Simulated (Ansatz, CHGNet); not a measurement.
Elastic constant C11 (GPa) of 23 elemental metals, computed with the machine-learned potential CHGNet-r²SCAN (trained on r²SCAN data) and with PBE (Ansatz, a first-principles code, PAW). The set holds measured phases with no doubt noted on the run or the magnetic state but for the caveats below. 5 more of the class have both values but aren't in it, for one of these reasons: built or high-temperature cells, doubts on the run or the magnetic state, unlike cells, values of zero, layered or molecular crystals. Solids without a value at one level (not run, failed, or a magnetic order lost), or held back for tests, aren't counted.

All rows, in order of the shift (worked out from unrounded values):

```csv
solid,CHGNet-r²SCAN,PBE,shift (%)
bcc K,8.50,3.97,-53
fcc Sr,21.0,14.7,-30
bcc Na,10.4,8.83,-15.0
fcc Ag,129,111,-13.8
hcp Cd,84.9,83.9,-1.2
fcc Cu,178,178,-0.3
hcp Tl,28.0,29.2,+4.5
fcc Ni,268,283,+5.7
hcp Ti,156,176,+12.8
hcp Co,291,352,+21
white tin (β-Sn),46.1,56.6,+23
fcc Ca,18.1,22.4,+24
α-phase Ga,60.0,75.5,+26
fcc Al,82.9,105,+26
fcc Ir,457,584,+28
hcp Os,566,731,+29
fcc Pb,33.5,47.1,+40
hcp Zr,98.3,143,+46
hcp Mg,41.7,64.3,+54
hcp Sc,57.7,101,+75
bcc Li,8.44,15.5,+84
hcp Be,129,321,+150
hcp Y,24.9,77.0,+210
```

The shift from CHGNet-r²SCAN to PBE has a median of +24 %, and eight in ten lie between -14.8 % and +82 %; PBE is the larger in 17 of 23. Each level is at its own cell, so the shift holds the change of volume too.

Ansatz's runs of these crystals have no spin polarisation, but for hcp Co, fcc Ni.

Density-functional runs with spin start from parallel moments for hcp Co, parallel moments for fcc Ni.

Spin–orbit coupling is left out, also for the solids with elements from indium on (hcp Os, white tin (β-Sn), hcp Tl, fcc Ir, fcc Pb); its size isn't shown.

Each level is taken at its own relaxed cell. Ansatz's density-functional and Hartree–Fock values are scalar-relativistic unless marked +SOC, with PAW data made under PBE.
